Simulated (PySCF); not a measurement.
SMILES CC, PBE0/def2-SVP optimised geometry. Atoms within 1.6 Å of the plane z = 0.0 Å (x, y, z in Å): C1 (-0.28, 0.71, 0.00), C2 (0.28, -0.71, 0.00), H3 (0.05, 1.27, 0.89), H4 (-1.38, 0.71, 0.00), H5 (0.05, 1.27, -0.89), H6 (1.38, -0.71, 0.00), H7 (-0.05, -1.27, -0.89), H8 (-0.05, -1.27, 0.89).

Method: PBE0/def2-TZVP (PySCF). Cells within 0.4 Å of a nucleus heavier than hydrogen are left out (blank, or x).

Map of the deformation density (molecule minus spherical neutral atoms) (e/bohr³) on the plane z = 0.0 Å:

```
|1111111111111111111111111111111|
|1111111111111111111111111111111|
|1111111111111111111111111111111|
|1111111111110000001111111111111|
|1111111110000000000011111111111|
|1111111100000000000001111111111|
|1111110000000000000000111111111|
|1111100000000000000000111111111|
|1111100000000001000000011111111|
|1111000000100001100000001111111|
|1111000001221022100000001111111|
|1110000014664xxx100000000111111|
|1110000019987xxx000000000111111|
|1110000014664xxx100000000011111|
|1111000001222256420000000001111|
|1111000000111257521110000001111|
|1111000000000246522221000001111|
|111110000000001xxx4664100000111|
|111111000000000xxx7899100000111|
|111111000000001xxx4664100000111|
|1111111000000012201221000001111|
|1111111000000011000010000001111|
|1111111100000001000000000011111|
|1111111110000000000000000011111|
|1111111110000000000000000111111|
|1111111111000000000000011111111|
|1111111111100000000000111111111|
|1111111111111000000111111111111|
|1111111111111111111111111111111|
|1111111111111111111111111111111|
|1111111111111111111111111111111|
```
Scale: ten equal steps from -0.013 (start of '0') to 0.109 (end of '9'), in the order '0123456789'; x runs from -3.50 to 3.50, y from -3.50 (bottom) to 3.50 (top).
